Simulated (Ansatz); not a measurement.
Born–Oppenheimer molecular dynamics of C₄H₉NO (15 atoms, charge 0, multiplicity 1). It starts from a relaxed structure.

These are results of RHF/6-31G in Ansatz 0.2.0, not measurements.

| Item | Value |
| --- | --- |
| ensemble | NVE (velocity Verlet) |
| time step | 0.5 fs |
| steps asked | 250 |
| starting velocities drawn for | 1000 K |
| seed | 785824 |

First frame:

```xyz
15
Properties=species:S:1:pos:R:3
C -1.585 -1.258 0.140
C -0.341 -1.021 -0.237
O 0.294 -1.895 -1.091
C 0.551 0.121 0.207
C -0.170 1.226 0.978
N 1.268 0.606 -0.979
H -2.102 -2.118 -0.233
H -2.103 -0.623 0.826
H 1.028 -1.467 -1.528
H 1.310 -0.313 0.852
H 0.535 2.001 1.252
H -0.619 0.848 1.888
H -0.951 1.674 0.374
H 2.151 1.031 -0.802
H 0.714 1.137 -1.618
```

Q: How far do the bonds stretch over the last three quarters of this one trajectory? (Pairs bonded in most of those frames.)

A: 
```csv
bond,mean (Å),spread (Å),shortest,longest
C1–C2,1.326,0.022,1.28,1.37
C1–H7,1.078,0.038,1.02,1.14
C1–H8,1.073,0.016,1.04,1.11
C2–O3,1.386,0.055,1.29,1.48
C2–C4,1.532,0.035,1.46,1.62
O3–H9,0.964,0.047,0.89,1.04
C4–C5,1.539,0.030,1.48,1.60
C4–N6,1.475,0.027,1.43,1.52
C4–H10,1.090,0.020,1.05,1.13
C5–H11,1.087,0.029,1.04,1.13
C5–H12,1.084,0.021,1.05,1.12
C5–H13,1.086,0.022,1.05,1.13
N6–H14,1.008,0.060,0.91,1.11
N6–H15,1.004,0.040,0.92,1.09
```

Mean temperature of the second half: 483 K. The conserved energy stayed within 1.2 meV per atom of its start (net change 0.43 meV per atom), so the integration is sound. The temperature averaged 0.48 of the 1000 K drawn at the start: a run that starts near a minimum puts about half its kinetic energy into the potential. A run of 0.12 ps of so small a system gives no equilibrium averages. Limits of this set-up: no polarisation functions.

The run took 8.3 min on 1 thread of Arm Neoverse V1, on a shared host, peak memory 0.15 GiB.
